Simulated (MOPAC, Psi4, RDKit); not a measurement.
Torsional profile of SMILES C#C/C=C\C=C (C6H6). Scanned: dihedral C3–C4–C5–C6; all other coordinates were relaxed at B3LYP-D3(BJ)/def2-SVP. Points at φ and −φ are mirror images. Heavy atoms are numbered in the order of the SMILES C#C/C=C\C=C, hydrogens after them in the order of the atoms that carry them; the mirror image has the same energies with the sign of each dihedral reversed.

PBE/def2-TZVP // B3LYP-D3(BJ)/def2-SVP (Psi4); PM7, restricted, heats of formation // B3LYP-D3(BJ)/def2-SVP (MOPAC); MMFF94 // B3LYP-D3(BJ)/def2-SVP (RDKit).

Energies in mEh, each method relative to its own lowest point.

```csv
φ / °,PBE/def2-TZVP,PM7,MMFF94
-150,3.0,1.0,3.3
-120,10.3,2.5,9.4
-90,13.7,2.8,9.7
-60,10.1,2.8,6.2
-30,6.9,2.7,7.8
0,6.1,3.3,10.5
30,6.9,2.7,7.8
60,10.1,2.8,6.2
90,13.7,2.8,9.7
120,10.3,2.5,9.4
150,3.0,1.0,3.3
180,0.0,0.0,0.0
```
